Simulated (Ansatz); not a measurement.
Worked example: the enthalpy of formation of HBS (SMILES B=S)

HBS has 3 atoms, charge 0, and is taken as a singlet. As SMILES, `B=S`. The coordinates come from a PBE0-D4/def2-TZVP relaxation.

```xyz
3

B    -0.0387   -0.0146    0.1348
S     0.3992    0.1476   -1.3933
H    -0.3605   -0.1331    1.2585
```

Total energies at HF/3-21G (Ansatz 0.2.0); the atoms run unrestricted:

```tsv
species	state	energy (Eh)
HBS	singlet	-420.697147
B	doublet	-24.389762
S	triplet	-395.551336
H	doublet	-0.496199
```

Harmonic wavenumbers at PBE0-D4/def2-TZVP, in cm⁻¹: 731, 731, 1212, 2836.

Measured heats of formation of the gaseous atoms at 298.15 K, in kJ/mol: B 570.3, S 277.0, H 218.0. Spin-orbit lowering of the atoms at 298 K (mean of the ground term's levels less their thermal mean, from spectra), in kJ/mol: B 0.00, S 1.88. Take 1 Eh = 2625.50 kJ/mol, 1 cm⁻¹ = 0.0119627 kJ/mol, RT = 2.479 kJ/mol.

**Question.** Work out the heat of formation of the gas at 298 K.

**Answer.** 
1. Electronic atomisation energy: (-24.389762) + (-395.551336) + (-0.496199) − (-420.697147) = 0.259850 Eh = 682.2 kJ/mol.
2. Zero-point energy: half the sum of the wavenumbers, 2755 cm⁻¹ = 33.0 kJ/mol.
3. Thermal vibrational enthalpy, Σ hcν̃/(exp(hcν̃/kT) − 1): 0.6 kJ/mol. Translation, rotation and pV of a linear molecule: 3.5 RT = 8.7 kJ/mol.
4. The 3 free atoms carry 5/2 RT each: 18.6 kJ/mol.
5. Spin-orbit coupling lowers the free atoms by 0.00 + 1.88 = 1.9 kJ/mol.
6. Atomisation enthalpy at 298 K: 682.2 − 1.9 − 33.0 − 0.6 − 8.7 + 18.6 = 656.6 kJ/mol.
7. Sum of the atoms' heats of formation: 1065.3 kJ/mol. Heat of formation: 1065.3 − 656.6 = +408.7 kJ/mol.

The tabulated value is +50.2 kJ/mol (NIST-JANAF tables; in doubt: it rests on an older heat of the boron atom), so this level is off by +358.5 kJ/mol, or 35.3 % of the atomisation enthalpy that the table implies (1015.1 kJ/mol). Hartree–Fock leaves out correlation, which is larger in the molecule than in the atoms, so it underbinds and puts the heat of formation too high. A basis without polarisation functions underbinds badly. Anharmonicity and any spin-orbit splitting of the molecule are left out.
